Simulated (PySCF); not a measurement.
**One shape, several levels: C2H5Al (SMILES C=[CH][AlH2])**

Wanted: a comparison of 6 runs (HF/STO-3G, HF/3-21G, HF/def2-SVP, M06-2X/STO-3G, B3LYP/6-31G*, B3LYP/6-311G**) of C2H5Al. 

The calculation is run with PySCF 2.14.0.

### Step 1. The system as given

The species is C2H5Al (8 atoms), meant as a singlet with charge 0. SMILES: `C=[CH][AlH2]`. The coordinates come from a PBE0-D4/def2-TZVP relaxation.

Bond lengths: C1–C2 1.337 Å, C2–Al3 1.938 Å, C1–H4 1.089 Å, C1–H5 1.089 Å, C2–H6 1.090 Å, Al3–H7 1.588 Å, Al3–H8 1.588 Å. Angles: C1–C2–Al3 119.6°, C1–C2–H6 116.7°, Al3–C2–H6 123.7°, C2–C1–H4 121.7°, C2–C1–H5 123.0°, C2–Al3–H7 122.1°, C2–Al3–H8 116.8°, H4–C1–H5 115.3°, H7–Al3–H8 121.2°.

### Step 2. Energy and forces at HF/STO-3G (run 1)

Input file input.py:

```python
# C=[CH][AlH2]
from pyscf import gto

molecule = gto.M(
    atom='''
C       -1.029900       0.829200      -0.357000
C        0.199000       0.651000       0.138100
Al       0.930800      -1.139300       0.262000
H       -1.636900      -0.008600      -0.695500
H       -1.495000       1.809300      -0.451900
H        0.735600       1.546100       0.452700
H        2.384000      -1.417900       0.837700
H        0.004400      -2.327000      -0.241900
''',
    basis='sto-3g',
    max_memory=1860,
    charge=0,
    spin=0,
    verbose=4,
)

mf = molecule.RHF()
mf.conv_tol = 1e-10
mf.kernel()
if not mf.converged:
    mf = mf.newton().run(mf.mo_coeff, mf.mo_occ)

etot = mf.e_tot
print('E(%s) = %.9f' % ('HF', etot))
grad = mf.nuc_grad_method().kernel()
dip = mf.dip_moment()
pop, q = mf.mulliken_pop()
```

On the command line:

```
$ OMP_NUM_THREADS=1 python input.py
```

The program printed:

```text
PySCF version 2.14.0

[... 60 lines left out ...]
converged SCF energy = -316.672542324964
[... 12 lines left out ...]
Dipole moment(X, Y, Z, Debye):  0.39348, -0.21458,  0.14111
[... 33 lines left out ...]
charge of    7H =     -0.27849
```

It took 3.3 s on 1 thread of Intel Xeon at 2.50GHz (Skylake/Cascade Lake), shared host; peak memory 0.12 GiB.

### Step 3. Energy and forces at HF/3-21G (run 2)

Input file job.py:

```python
from pyscf import gto, scf

mol = gto.M(
    atom='''
C     -1.029900     0.829200    -0.357000
C      0.199000     0.651000     0.138100
Al     0.930800    -1.139300     0.262000
H     -1.636900    -0.008600    -0.695500
H     -1.495000     1.809300    -0.451900
H      0.735600     1.546100     0.452700
H      2.384000    -1.417900     0.837700
H      0.004400    -2.327000    -0.241900
''',
    max_memory=1860,
    charge=0,
    spin=0,
    verbose=3,
    basis='3-21g',
)

mf = scf.RHF(mol)
mf.conv_tol = 1e-10
mf.kernel()
if not mf.converged:
    mf = mf.newton().run(mf.mo_coeff, mf.mo_occ)

etot = mf.e_tot
print('Final energy', etot)
grad = mf.nuc_grad_method().kernel()
mf.analyze()
```

On the command line:

```
$ OMP_NUM_THREADS=1 python job.py
```

The program printed:

```text
converged SCF energy = -318.756551672235
[... 15 lines left out ...]
MO #6   energy= -3.16242474924545  occ= 2
[... 6 lines left out ...]
MO #13  energy= -0.420218600941376 occ= 2
[... 6 lines left out ...]
MO #20  energy= 0.214528539725355  occ= 0
[... 6 lines left out ...]
MO #27  energy= 0.525309304933188  occ= 0
[... 6 lines left out ...]
MO #34  energy= 1.3018111471356    occ= 0
[... 6 lines left out ...]
MO #41  energy= 1.98314981917361   occ= 0
[... 9 lines left out ...]
Dipole moment(X, Y, Z, Debye): -0.47758,  0.70762, -0.12913
```

Wall time 3.6 s (1 thread of Intel Xeon at 2.50GHz (Skylake/Cascade Lake), shared host); peak memory 0.12 GiB.

Runs 3 to 5 aren't shown in full; the table further down has their settings and results.

### Step 4. Energy and gradient at B3LYP/6-311G(d,p) (run 6)

Input file geometry.xyz:

```xyz
8

C     -1.029900     0.829200    -0.357000
C      0.199000     0.651000     0.138100
Al     0.930800    -1.139300     0.262000
H     -1.636900    -0.008600    -0.695500
H     -1.495000     1.809300    -0.451900
H      0.735600     1.546100     0.452700
H      2.384000    -1.417900     0.837700
H      0.004400    -2.327000    -0.241900
```

Input file run.py:

```python
import pyscf.grad
from pyscf import gto, dft

molecule = gto.M(
    atom='geometry.xyz',
    max_memory=1860,
    verbose=3,
    basis='6-311g**',
)

mf = dft.RKS(molecule, xc='b3lyp')
mf.conv_tol = 1e-10
mf.grids.level = 5
mf.kernel()
if not mf.converged:
    mf = mf.newton().run(mf.mo_coeff, mf.mo_occ)

etot = mf.e_tot
print('E = %.10f Eh' % etot)
grad = mf.Gradients().kernel()
dip = mf.dip_moment()
pop, q = mf.mulliken_pop()
```

On the command line:

```
$ OMP_NUM_THREADS=1 python run.py
```

The program printed:

```text
converged SCF energy = -321.657234846303
[... 9 lines left out ...]
Dipole moment(X, Y, Z, Debye): -0.45076,  0.77663, -0.11055
[... 101 lines left out ...]
charge of    7H =     -0.22279
```

Run time: 63 s. Hardware: 1 thread of Intel Xeon at 2.50GHz (Skylake/Cascade Lake), shared host; peak memory 0.92 GiB.

### Step 5. All runs side by side

```tsv
run	level	integration grid	energy (Eh)	dipole moment (D)	HOMO energy (eV)	LUMO energy (eV)	wall time
1	HF/STO-3G	–	-316.672542	0.47	-8.12	7.56	3.3 s
2	HF/3-21G	–	-318.756552	0.86	-10.34	1.26	3.6 s
3	HF/def2-SVP	–	-320.391652	0.87	-10.39	1.34	9.4 s
4	M06-2X/STO-3G	5	-317.726336	0.32	-6.81	4.01	28 s
5	B3LYP/6-31G* (spherical functions)	5	-321.607947	1.00	-7.62	-1.70	37 s
6	B3LYP/6-311G**	5	-321.657235	0.90	-7.84	-1.84	63 s
```

### Step 6. Summary of results

```
                       quantity          value
            run 6: total energy  -321.65723 Eh
           run 6: dipole moment         0.90 D
             run 6: HOMO energy       -7.84 eV
             run 6: LUMO energy       -1.84 eV
           run 6: HOMO–LUMO gap        6.00 eV
run 6: largest force on an atom     0.276 eV/Å
```

The dipole moment (its size) runs from 0.32 D (M06-2X/STO-3G) to 1.00 D (B3LYP/6-31G*). The two ends differ in method and basis. The two dipoles point in opposite directions. The HOMO–LUMO gap runs from 5.92 eV (B3LYP/6-31G*) to 15.68 eV (HF/STO-3G). Totals of different functionals can't be ranked against each other. In runs 1, 4 the basis is minimal, so the values are rough. All runs together took 2.4 min, the longest 63 s.
